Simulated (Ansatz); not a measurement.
Ansatz (an electronic-structure program) input (B3LYP-D3(BJ)/def2-TZVP):

Ansatz 0.2 input:
```yaml
crystal:
  periodic: [false, false, false]
  atoms:
    - {symbol: B, position_ang: [-0.12810609, -0.40560462, -0.23822049]}
    - {symbol: Cl, position_ang: [1.71467412, -0.21731930, -0.45425558]}
    - {symbol: Cl, position_ang: [-0.60316472, -0.66066942, 1.54705895]}
    - {symbol: Cl, position_ang: [-1.07383114, 0.99728420, -1.02273852]}
basis:
  gaussian:
    orbitals: def2-TZVP
hamiltonian:
  xc: b3lyp
  dispersion: d3bj
total_charge: -1
magnetization: {spin_polarized: true, initial_magnetization: 1}
phonons: {temperatures: {t_min: 298.15, t_max: 298.15, t_step: 100}}
```

Output:

```
Functional definition: B3LYP
integrals: 0.07 GiB planned
958 factors; their error is unknown
mean field: 0.82 GiB planned
mean field evaluation 1: about -38250.1582 eV, gradient 5.8e0 eV
mean field evaluation 2: about -38250.3361 eV, gradient 4.8e0 eV
mean field evaluation 4: about -38250.4485 eV, gradient 2.6e-1 eV
mean field evaluation 8: about -38250.5391 eV, gradient 9.5e-2 eV
mean field evaluation 16: about -38250.5392 eV, gradient 3.6e-5 eV
mean field -38250.53918018 eV, -1405.6813877249 hartree, gradient 3.6e-5 eV, S^2 0.752211; 0 other end points of the search recorded, 0 dependent functions left out
the calculation of the forces begins
reference -38250.53940428 eV, -1405.6813959606 hartree; 29, 28 occupied and 113, 114 virtual orbitals, 958 factors
these checks for a lower state are left out or cut short: stability, starts, cluster_reference, orbital_swaps, neighbouring_geometries, increment
integrals: 0.07 GiB planned
958 factors; their error is unknown
mean field: 0.82 GiB planned
mean field -38250.53913858 eV, -1405.6813861960 hartree, gradient 1.0e-6 eV, S^2 0.752212; 0 other end points of the search recorded, 0 dependent functions left out
the calculation of the forces begins
reference -38250.53936266 eV, -1405.6813944310 hartree; 29, 28 occupied and 113, 114 virtual orbitals, 958 factors
these checks for a lower state are left out or cut short: stability, starts, cluster_reference, orbital_swaps, neighbouring_geometries, increment
integrals: 0.07 GiB planned
958 factors; their error is unknown
mean field: 0.82 GiB planned
mean field -38250.53914111 eV, -1405.6813862890 hartree, gradient 1.2e-6 eV, S^2 0.752210; 0 other end points of the search recorded, 0 dependent functions left out
the calculation of the forces begins
reference -38250.53936523 eV, -1405.6813945254 hartree; 29, 28 occupied and 113, 114 virtual orbitals, 958 factors
these checks for a lower state are left out or cut short: stability, starts, cluster_reference, orbital_swaps, neighbouring_geometries, increment
integrals: 0.07 GiB planned
958 factors; their error is unknown
mean field: 0.82 GiB planned
mean field evaluation 32: about -38250.4490 eV, gradient 1.2e-1 eV
mean field -38250.53914254 eV, -1405.6813863417 hartree, gradient 1.3e-6 eV, S^2 0.752210; 0 other end points of the search recorded, 0 dependent functions left out
the calculation of the forces begins
reference -38250.53936664 eV, -1405.6813945771 hartree; 29, 28 occupied and 113, 114 virtual orbitals, 958 factors
these checks for a lower state are left out or cut short: stability, starts, cluster_reference, orbital_swaps, neighbouring_geometries, increment
integrals: 0.07 GiB planned
958 factors; their error is unknown
mean field: 0.82 GiB planned
mean field -38250.53913955 eV, -1405.6813862318 hartree, gradient 9.5e-7 eV, S^2 0.752212; 0 other end points of the search recorded, 0 dependent functions left out
the calculation of the forces begins
reference -38250.53936366 eV, -1405.6813944677 hartree; 29, 28 occupied and 113, 114 virtual orbitals, 958 factors
these checks for a lower state are left out or cut short: stability, starts, cluster_reference, orbital_swaps, neighbouring_geometries, increment
integrals: 0.07 GiB planned
958 factors; their error is unknown
mean field: 0.82 GiB planned
mean field -38250.53923595 eV, -1405.6813897746 hartree, gradient 7.9e-7 eV, S^2 0.752210; 0 other end points of the search recorded, 0 dependent functions left out
the calculation of the forces begins
reference -38250.53946012 eV, -1405.6813980125 hartree; 29, 28 occupied and 113, 114 virtual orbitals, 958 factors
these checks for a lower state are left out or cut short: stability, starts, cluster_reference, orbital_swaps, neighbouring_geometries, increment
integrals: 0.07 GiB planned
958 factors; their error is unknown
mean field: 0.82 GiB planned
mean field -38250.53904929 eV, -1405.6813829147 hartree, gradient 8.0e-7 eV, S^2 0.752211; 0 other end points of the search recorded, 0 dependent functions left out
the calculation of the forces begins
reference -38250.53927333 eV, -1405.6813911482 hartree; 29, 28 occupied and 113, 114 virtual orbitals, 958 factors
these checks for a lower state are left out or cut short: stability, starts, cluster_reference, orbital_swaps, neighbouring_geometries, increment
integrals: 0.07 GiB planned
958 factors; their error is unknown
mean field: 0.82 GiB planned
mean field -38250.53916266 eV, -1405.6813870811 hartree, gradient 2.5e-6 eV, S^2 0.752210; 0 other end points of the search recorded, 0 dependent functions left out
the calculation of the forces begins
reference -38250.53938676 eV, -1405.6813953165 hartree; 29, 28 occupied and 113, 114 virtual orbitals, 958 factors
these checks for a lower state are left out or cut short: stability, starts, cluster_reference, orbital_swaps, neighbouring_geometries, increment
integrals: 0.07 GiB planned
958 factors; their error is unknown
mean field: 0.82 GiB planned
mean field evaluation 64: about -38250.5392 eV, gradient 1.6e-5 eV
mean field -38250.53918927 eV, -1405.6813880589 hartree, gradient 2.4e-6 eV, S^2 0.752211; 0 other end points of the search recorded, 0 dependent functions left out
the calculation of the forces begins
reference -38250.53941338 eV, -1405.6813962948 hartree; 29, 28 occupied and 113, 114 virtual orbitals, 958 factors
these checks for a lower state are left out or cut short: stability, starts, cluster_reference, orbital_swaps, neighbouring_geometries, increment
integrals: 0.07 GiB planned
958 factors; their error is unknown
mean field: 0.82 GiB planned
mean field -38250.53914782 eV, -1405.6813865356 hartree, gradient 2.2e-6 eV, S^2 0.752211; 0 other end points of the search recorded, 0 dependent functions left out
the calculation of the forces begins
reference -38250.53937191 eV, -1405.6813947707 hartree; 29, 28 occupied and 113, 114 virtual orbitals, 958 factors
these checks for a lower state are left out or cut short: stability, starts, cluster_reference, orbital_swaps, neighbouring_geometries, increment
integrals: 0.07 GiB planned
958 factors; their error is unknown
mean field: 0.82 GiB planned
mean field -38250.53919939 eV, -1405.6813884310 hartree, gradient 2.4e-6 eV, S^2 0.752211; 0 other end points of the search recorded, 0 dependent functions left out
the calculation of the forces begins
reference -38250.53942351 eV, -1405.6813966672 hartree; 29, 28 occupied and 113, 114 virtual orbitals, 958 factors
these checks for a lower state are left out or cut short: stability, starts, cluster_reference, orbital_swaps, neighbouring_geometries, increment
integrals: 0.07 GiB planned
958 factors; their error is unknown
mean field: 0.82 GiB planned
mean field -38250.53907814 eV, -1405.6813839752 hartree, gradient 2.9e-6 eV, S^2 0.752211; 0 other end points of the search recorded, 0 dependent functions left out
the calculation of the forces begins
reference -38250.53930221 eV, -1405.6813922094 hartree; 29, 28 occupied and 113, 114 virtual orbitals, 958 factors
these checks for a lower state are left out or cut short: stability, starts, cluster_reference, orbital_swaps, neighbouring_geometries, increment
integrals: 0.07 GiB planned
958 factors; their error is unknown
mean field: 0.82 GiB planned
mean field -38250.53924115 eV, -1405.6813899655 hartree, gradient 1.7e-6 eV, S^2 0.752211; 0 other end points of the search recorded, 0 dependent functions left out
the calculation of the forces begins
reference -38250.53946529 eV, -1405.6813982026 hartree; 29, 28 occupied and 113, 114 virtual orbitals, 958 factors
these checks for a lower state are left out or cut short: stability, starts, cluster_reference, orbital_swaps, neighbouring_geometries, increment
integrals: 0.07 GiB planned
958 factors; their error is unknown
mean field: 0.82 GiB planned
mean field evaluation 96: about -38250.5391 eV, gradient 2.5e-5 eV
mean field -38250.53912844 eV, -1405.6813858237 hartree, gradient 2.1e-6 eV, S^2 0.752211; 0 other end points of the search recorded, 0 dependent functions left out
the calculation of the forces begins
reference -38250.53935253 eV, -1405.6813940588 hartree; 29, 28 occupied and 113, 114 virtual orbitals, 958 factors
these checks for a lower state are left out or cut short: stability, starts, cluster_reference, orbital_swaps, neighbouring_geometries, increment
integrals: 0.07 GiB planned
958 factors; their error is unknown
mean field: 0.82 GiB planned
mean field -38250.53920410 eV, -1405.6813886040 hartree, gradient 2.4e-6 eV, S^2 0.752210; 0 other end points of the search recorded, 0 dependent functions left out
the calculation of the forces begins
reference -38250.53942822 eV, -1405.6813968402 hartree; 29, 28 occupied and 113, 114 virtual orbitals, 958 factors
Total energy: -38250.77426395 eV, -1405.6900268941 hartree
Atom 0 at    -0.128106    -0.405605    -0.238220 Å, force    -0.000139    -0.000517    -0.000276 eV/Å
Atom 1 at     1.714674    -0.217319    -0.454256 Å, force     0.000378     0.000140    -0.000037 eV/Å
Atom 2 at    -0.603165    -0.660669     1.547059 Å, force    -0.000112     0.000046     0.000386 eV/Å
Atom 3 at    -1.073831     0.997284    -1.022739 Å, force    -0.000127     0.000331    -0.000073 eV/Å
Dipole moment:     0.044691     0.141499     0.083105 e Å
Vibrations: 211.56 211.57 312.39 507.44 658.93 658.99 cm⁻¹, zero-point energy 0.158754 eV
```
